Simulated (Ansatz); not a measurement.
# SF₄: small, medium and large basis sets

One table from this session's results is given with a row withheld; the runs are named, their logs left out.

Program: Ansatz 0.2.0, Gaussian basis. Level of theory: one geometry, several basis sets. These are calculated values, not measurements.

Levels to be run: PBE0-D4/def2-SVP; ωB97M-V/def2-SVP; PBE0-D4/def2-QZVPP; ωB97M-V/def2-QZVPP; the functionals' def2-TZVPP values are taken from earlier runs.

## The geometry

The geometry comes from an earlier relaxation with PBE0-D4 in a triple-zeta def2 set; it is a stationary point.

SMILES `FS(F)(F)F`, 5 atoms, charge 0, spin multiplicity 1.

Atoms are counted from 1 here; the program's logs count them from 0.

Bond lengths: F1–S2 1.553 Å, S2–F3 1.649 Å, S2–F4 1.649 Å, S2–F5 1.553 Å. Angles: F1–S2–F3 87.6°, F1–S2–F4 87.6°, F1–S2–F5 101.3°, F3–S2–F4 172.5°, F3–S2–F5 87.6°, F4–S2–F5 87.6°.

Geometry (Å):

```xyz
5
charge 0, multiplicity 1
F    -0.56117   -0.22798    1.17280
S     0.06399   -0.35735   -0.24300
F     1.53671   -0.46200    0.49143
F    -1.44014   -0.07731   -0.85816
F     0.40060    1.12464   -0.56306
```

Set-up of the first run:

The input, in.yaml:

```yaml
crystal:
  periodic: [false, false, false]
  atoms:
    - {symbol: F, position_ang: [-0.561173, -0.227980, 1.172798]}
    - {symbol: S, position_ang: [0.063988, -0.357355, -0.243004]}
    - {symbol: F, position_ang: [1.536709, -0.462000, 0.491432]}
    - {symbol: F, position_ang: [-1.440139, -0.077307, -0.858165]}
    - {symbol: F, position_ang: [0.400605, 1.124641, -0.563061]}
basis:
  gaussian: {orbitals: def2-SVP}
hamiltonian: {xc: pbe0, dispersion: d4}
output: {orbitals: {seedname: orbitals}}
```

Steps of the session up to this table: PBE0-D4 in def2-SVP; ωB97M-V in def2-SVP; PBE0-D4 in def2-QZVPP; ωB97M-V in def2-QZVPP.

One table of the session follows, with a row left open; its other results are not shown here.

It belongs to the step «Density functionals: the series». 

| functional | basis | HOMO (eV) |
| --- | --- | --- |
| PBE0-D4 | def2-SVP | -9.64 |
| PBE0-D4 | def2-TZVPP | ? |
| PBE0-D4 | def2-QZVPP | -9.89 |
| ωB97M-V | def2-SVP | -11.94 |
| ωB97M-V | def2-TZVPP | -12.16 |
| ωB97M-V | def2-QZVPP | -12.25 |

**Question.** Estimate the row for PBE0-D4, def2-TZVPP.

**Answer.** HOMO (eV): -9.82. In the column «HOMO (eV)» it lies between PBE0-D4, def2-QZVPP (-9.89) and PBE0-D4, def2-SVP (-9.64).
